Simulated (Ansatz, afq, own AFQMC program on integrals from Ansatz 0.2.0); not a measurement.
Integrals from Ansatz 0.2.0, then the random walk in our own AFQMC program (afq).

```yaml
crystal:
  periodic: [false, false, false]
  atoms:
    - {symbol: B, position_ang: [0.000000, 0.000000, 0.114060]}
    - {symbol: B, position_ang: [0.000000, 0.000000, -1.406367]}
    - {symbol: H, position_ang: [0.000000, 0.000000, 1.292307]}
basis:
  gaussian: {orbitals: cc-pVDZ}
magnetization: {spin_polarized: true, initial_magnetization: 3}
correlation: {method: ccsd_t, electrons: outside_noble_gas, hamiltonian_folder: ham}
```

```sh
$ ansatz run in.yaml --threads 1 --pin off --events-out ev --progress --plain --max-ram 1843MiB
```

Options of the walk:

```
--method phaseless --trial hf --walkers 120 --populations 1 --least-time 40 --time-step 0.005 --steps-per-block 20 --equilibration-blocks 112 --max-blocks 600 --target-error 0.0009600 --factor-cut 1e-05 --start spin_pure --seed 5824 --taylor-order 6
```

Times are imaginary, in 1/Eh. The walk had a cap of 584 s.

Log:

```
orbitals 31  electrons 5 2  factors 232 of 308
reference energy -49.79772792 Eh
CCSD correlation -0.12596120 Eh in 11 cycles, weight of the determinant in the CISD state 0.9164
energy of the start -49.797813 Eh
 block  time / (1/Eh)  mean weight  energy / Eh
     1     0.100  0.9999  -49.818876
     2     0.200  1.0023  -49.837879
     3     0.300  1.0005  -49.848314
     4     0.400  1.0004  -49.861748
     5     0.500  1.0014  -49.873045
     7     0.700  1.0000  -49.889409
     9     0.900  0.9985  -49.891693
    18     1.800  1.0008  -49.908993
    52     5.200  0.9999  -49.925433
    86     8.600  1.0006  -49.934847
   120    12.000  0.9996  -49.917525
   154    15.400  0.9997  -49.925921
   188    18.800  1.0008  -49.929331
   222    22.200  0.9992  -49.932712
   256    25.600  0.9998  -49.956780
   290    29.000  0.9991  -49.934984
   324    32.400  0.9997  -49.926839
   358    35.800  0.9997  -49.925459
   392    39.200  0.9988  -49.926946
   426    42.600  1.0043  -49.956027
   460    46.000  1.0001  -49.924868
   494    49.400  1.0000  -49.961929
   528    52.800  0.9991  -49.938335
   562    56.200  1.0002  -49.912634
   596    59.600  1.0001  -49.921764
   630    63.000  1.0008  -49.932137
   664    66.400  0.9998  -49.934229
   698    69.800  1.0005  -49.927978
blocks merged  error / Eh  count
     1  0.000479  600
     2  0.000646  300
     4  0.000868  150
     8  0.001118  75
    16  0.001342  37
    32  0.001175  18
    64  0.001225  9
energy -49.928568 +/- 0.001342 Eh
(rows thinned)
```

The run passed its tests (sampling time, drift between the halves within three errors, error under three times the target), which doesn't prove that it has relaxed.

Against this walk (error 36.5 meV) on the same determinant: CCSD(T) 23.0 meV higher (within the noise), CCSDT(Q) 11.3 meV lower (within the noise), a separate phaseless walk with a CISD trial and standard settings 1.8 ± 37.0 meV higher (within the noise). The error is statistical and leaves out the bias of the constraint.

Cautions: constraint bias not in the error; error above the target (36.5 against 26.1 meV); lower spins were not checked.

The walk took 2.9 min on 1 thread of Arm Neoverse V1, on a shared host. The log's last line is the phaseless energy.

CCSDT and higher add their correlation energy to the determinant of the CCSD(T) run, since their own runs factorise the integrals more tightly (a shift of under 2 meV). A walk keeps the symmetry of its determinant, which the program's search chose and which needn't be the lowest solution, so a lower state of the same spin and another symmetry isn't excluded.
